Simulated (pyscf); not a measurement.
**Addition across a multiple bond or ene-type step: `[O]=[Ti]([Cl])[Cl]` + `[NH3]` -> `[NH2][Ti]([OH])([Cl])[Cl]`**

Gas phase, singlet surface, charge 0. Bonds broken: N5–H6. Bonds formed: O1–H6, Ti2–N5. PySCF, gas phase, ωB97X-D3(BJ)/def2-SVP geometries.

Transition state (Å):

```xyz
8

O     -0.0045     1.2761     0.8371
Ti     0.3546     0.1220    -0.3232
Cl     2.4257    -0.5977    -0.2201
Cl    -0.5623     0.5346    -2.2743
N     -0.8436    -0.9915     0.8249
H     -0.6163     0.3518     1.2486
H     -1.7622    -1.2454     0.4637
H     -0.4354    -1.7727     1.3366
```

One imaginary mode, 1638i cm⁻¹; descent along it reached the two sides named, in the forms told below.

| bond | change | reactant side (Å) | saddle | product side |
|---|---|---|---|---|
| N5–H6 | breaks | 1.022 | 1.427 | 3.2 |
| O1–H6 | forms | 2.9 | 1.182 | 0.963 |
| Ti2–N5 | forms | 2.167 | 1.998 | 1.830 |

Electronic energies relative to the separated reactants (eV):

```json
[
 {"level": "ωB97X-D3(BJ)/def2-TZVP", "barrier": "-0.39", "reaction energy": "-1.72", "reverse barrier": "1.32"},
 {"level": "PBE/def2-TZVP", "barrier": "-0.45", "reaction energy": "-1.58", "reverse barrier": "1.13"},
 {"level": "r²SCAN/def2-TZVP", "barrier": "-0.55", "reaction energy": "-1.78", "reverse barrier": "1.23"},
 {"level": "B3LYP-D3(BJ)/def2-TZVP", "barrier": "-0.44", "reaction energy": "-1.77", "reverse barrier": "1.33"},
 {"level": "PBE0-D3(BJ)/def2-TZVP", "barrier": "-0.50", "reaction energy": "-1.76", "reverse barrier": "1.26"},
 {"level": "M06-2X/def2-TZVP", "barrier": "-0.55", "reaction energy": "-1.93", "reverse barrier": "1.38"},
 {"level": "ωB97M-D3(BJ)/def2-TZVP", "barrier": "-0.31", "reaction energy": "-1.64", "reverse barrier": "1.33"},
 {"level": "HF/def2-TZVP", "barrier": "0.04", "reaction energy": "-1.81", "reverse barrier": "1.85"}
]
```

With ωB97M-D3(BJ)/def2-TZVP energies and thermal terms (ideal gas, 1 atm, RRHO with modes under 100 cm⁻¹ raised to 100, one conformer, R ln 2 for chiral ones without a mode under 150 cm⁻¹), in eV:

| T (K) | ΔH‡ | ΔG‡ | ΔH | ΔG |
|---|---|---|---|---|
| 298 | -0.41 | 0.06 | -1.65 | -1.24 |
| 600 | -0.39 | 0.52 | -1.58 | -0.84 |
| 900 | -0.35 | 0.97 | -1.51 | -0.49 |
| 1200 | -0.31 | 1.40 | -1.45 | -0.16 |

On the reactant side the descent ends in an adduct with a N–Ti contact, 2.02 eV under the separated species and 1.62 eV under the saddle at ωB97X-D3(BJ)/def2-TZVP. On the product side the descent ends in a point that may be a rotor saddle (no frequency run), 0.09 eV over the lowest minimum found and 1.24 eV under the saddle at ωB97X-D3(BJ)/def2-TZVP. At ωB97X-D3(BJ)/def2-TZVP, PBE, r²SCAN, B3LYP-D3(BJ), PBE0-D3(BJ), M06-2X, ωB97M-D3(BJ) the saddle lies under the separated reactants, which points to a path from their complex (located at ωB97X-D3(BJ) alone). What is counted as formed (N–Ti) is already present as a longer contact in the reactant adduct; forming that adduct is a step of its own. At the saddle there is also a short H–Ti contact that neither side keeps. One saddle was located; it need not be the lowest between these sides.
